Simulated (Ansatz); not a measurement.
# PH (triplet): the correlation ladder at distance P1–H2 = 1.589 Å, aug-cc-pVDZ

How much of the correlation energy of PH (triplet) does each wave-function method recover here?

Method: aug-cc-pVDZ, core rule «outside noble gas», up to 5 orbitals frozen; program: Ansatz 0.2.0, Gaussian basis.

To be run: UHF; CCSD(T) on ROHF; CCSD(T) on UHF; BCCD(T) on ROHF; CISD; CCSDT(Q) on ROHF; CCSDT(Q) on UHF; CASSCF and MRCISD+Q, 4 electrons in 4 orbitals; CASSCF and NEVPT2, 4 electrons in 4 orbitals; CASSCF and MRCISD+Q, 6 electrons in 5 orbitals; CASSCF and NEVPT4(SD), 6 electrons in 5 orbitals; CASSCF and NEVPT2, 6 electrons in 5 orbitals; Full CI.

19 further runs of the same task are left out: 1 for a known fault of the program, 16 that didn't finish, 2 set aside as unsound or not needed.

## 1. What is computed

The geometry derives from a PBE0/def2-TZVP stationary point (not a proven minimum). One bond is set to the value named and the two fragments are kept rigid.

2 atoms, charge 0, spin multiplicity 3.

Atoms are counted from 1 here; the program's logs count them from 0.

Bond lengths: P1–H2 1.589 Å.

## 2. UHF

The input, in.yaml:

```yaml
crystal:
  periodic: [false, false, false]
  atoms:
    - {symbol: P, position_ang: [0.000000, 0.000000, 0.000000]}
    - {symbol: H, position_ang: [0.000000, 0.000000, 1.589000]}
basis:
  gaussian: {orbitals: aug-cc-pVDZ}
magnetization: {spin_polarized: true, initial_magnetization: 2}
hamiltonian: {xc: hf}
output: {orbitals: {seedname: orbitals}}
```

On the command line:

```console
> ansatz run in.yaml --threads 1 --pin off --events-out ev --progress --plain --max-ram 2393MiB
```

The runs that follow: CCSD(T) on ROHF; CCSD(T) on UHF; BCCD(T) on ROHF; CISD; CCSDT(Q) on ROHF; CCSDT(Q) on UHF; CASSCF and MRCISD+Q, 4 electrons in 4 orbitals; CASSCF and NEVPT2, 4 electrons in 4 orbitals; CASSCF and MRCISD+Q, 6 electrons in 5 orbitals; CASSCF and NEVPT4(SD), 6 electrons in 5 orbitals; CASSCF and NEVPT2, 6 electrons in 5 orbitals; Full CI.

**Question.** What will the summary of the whole plan be? Wanted: FCI below the RHF energy; RMP2 from FCI; UMP2 from FCI; RCCSD from FCI; RCCSD(T) from FCI; UCCSD(T) from FCI; RCCSDT(Q) from FCI; UCCSDT(Q) from FCI; NEVPT2 pair from FCI.

The runs gave:

```
                         quantity                                                                                                                   value
         FCI below the RHF energy                                                                                                              -3.3406 eV
                    RMP2 from FCI                                                                                                              +754.7 meV
                    UMP2 from FCI                                                                                                              +774.6 meV
                   RCCSD from FCI                                                                                                              +106.8 meV
                RCCSD(T) from FCI                                                                                                               +24.0 meV
                UCCSD(T) from FCI                                                                                                               +23.3 meV
               RCCSDT(Q) from FCI                                                                                                                +0.6 meV
               UCCSDT(Q) from FCI                                                                                                                +0.3 meV
             NEVPT2 pair from FCI                                                                                                              +654.4 meV
           MRCISD+Q pair from FCI                                                                                                               -28.7 meV
          NEVPT2 valence from FCI                                                                                                              +656.6 meV
levels within 1 kcal/mol (43 meV)  RCCSD(T), UCCSD(T), BCCD(T), RCCSDT, UCCSDT, RCCSDT(Q), UCCSDT(Q), MRCISD+Q pair, NEVPT4(SD) valence, MRCISD+Q valence
                    T1 diagnostic                                                                                                                   0.022
   effectively unpaired electrons                                                                                                                    2.05
```

What this shows: RCCSD(T) lands +24.0 meV from the yardstick (0.7 % of the correlation energy). MRCISD+Q pair, MRCISD+Q valence fall below full CI: the +Q correction isn't variational, and the cores differ from full CI's. One determinant dominates. Of the multireference levels listed MRCISD+Q valence comes nearest in total energy (-25.2 meV), which doesn't show that its space is the better one. These misses are within one basis, not against nature; the frozen cores of restricted and unrestricted runs differ, which can shift their rows.
